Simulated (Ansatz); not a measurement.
## bcc W

Calculation: HSE06 (Ansatz, a program for electronic structure, PAW).

Run with plane-wave cutoff 500 eV, 6×6×1 k mesh (along the axes of the cell as run), Fermi–Dirac smearing 0.1 eV, scalar-relativistic PAW data made under PBE.

Cell: relaxed with r²SCAN.

* **surface energy of the (111) face**: 4.09 J/m²
* **work function of the (111) face**: 4.15 eV

Note: exact exchange on metals is sensitive to the k mesh and can open a false gap.

The slab of 12 atoms is relaxed and unreconstructed.

Spin–orbit coupling is not included.

The computed numbers hold no vibrational or temperature effects.
